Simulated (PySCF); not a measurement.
Structure with atom numbers: `[CH3:1][CH2:2][AlH3-:3]`. Each H is labelled by its parent atom.

Geometry: PBE0-D3(BJ)/def2-SVP; GIAO absolute shieldings from PySCF, gas phase, non-relativistic, averaged over equivalent atoms.

At PBE0/pcSseg-1 (98 basis functions, 5.3 s wall time on 1 thread of an Arm Neoverse V1, shared host):
```json
{"atoms": "C1", "σ (ppm)": "167.8"}
{"atoms": "C2", "σ (ppm)": "181.4"}
{"atoms": "Al3", "σ (ppm)": "456.8"}
{"atoms": "H(Al3)", "σ (ppm)": "27.78"}
{"atoms": "H(C1)", "σ (ppm)": "30.28"}
{"atoms": "H(C2)", "σ (ppm)": "31.86"}
```

Problem. Predict the values at PBE/pcSseg-2 on the same geometry.

Solution. 
```json
{"atoms": "C1", "σ at PBE/pcSseg-2": "162.0", "change": "-5.8"}
{"atoms": "C2", "σ at PBE/pcSseg-2": "172.6", "change": "-8.8"}
{"atoms": "Al3", "σ at PBE/pcSseg-2": "438.6", "change": "-18.2"}
{"atoms": "H(Al3)", "σ at PBE/pcSseg-2": "27.50", "change": "-0.28"}
{"atoms": "H(C1)", "σ at PBE/pcSseg-2": "29.96", "change": "-0.32"}
{"atoms": "H(C2)", "σ at PBE/pcSseg-2": "31.46", "change": "-0.40"}
```

The largest change is at Al3 (aluminium bonded to C, 3 H). Cost: 227 basis functions, 24 s wall time on 1 thread of an Arm Neoverse V1, shared host.
